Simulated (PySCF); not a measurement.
Isomers of C3H6O2S, one GFN2-xTB conformer each. Single-point energies are computed at PBE0/pcSseg-1 (PySCF, gas phase, no added dispersion term), electronic only.

Task: Rank them by PBE0/pcSseg-1 energy, lowest first (kcal/mol).
A. `[O:1]=[S:2]1(=[O:3])[CH2:4][CH2:5][CH2:6]1` with O1–S2–C4–C5 126°, S2–C4–C5–C6 -17°, C4–C5–C6–S2 17°, O1–S2–C6–C5 -126° (thietane 1,1-dioxide)
B. `[CH2:1]=[CH:2][S:3]([CH3:4])(=[O:5])=[O:6]` with C1–C2–S3–C4 -111°
C. `[CH3:1][O:2][C:3](=[S:4])[O:5][CH3:6]` with C1–O2–C3–S4 0°, O2–C3–O5–C6 0°

Result: C (0.0), A (39.3), B (47.6).

As drawn, the lowest has a C=S bond, which the highest lacks; the highest has an S=O bond and a C=C bond outside aromatic rings, which the lowest lacks. GFN2-xTB itself gives, in the same order: 0.0, 18.8, 40.5. Both levels put the same isomer lowest; measured from each level's own lowest isomer, the values differ by up to 20.5 kcal/mol (O=S1(=O)CCC1: 18.8 against 39.3).

Task: Which frontier levels, dipoles and rotational constants go with these structures?

Result: 
```tsv
SMILES	HOMO (eV, PBE0/pcSseg-1)	LUMO (eV)	dipole (D)	A, B, C (MHz)
COC(=S)OC	-6.45	-0.53	4.22	3991, 2566, 1593
O=S1(=O)CCC1	-8.39	0.87	4.91	5104, 2818, 2697
C=CS(C)(=O)=O	-8.37	-1.16	4.66	4433, 2500, 2443
```
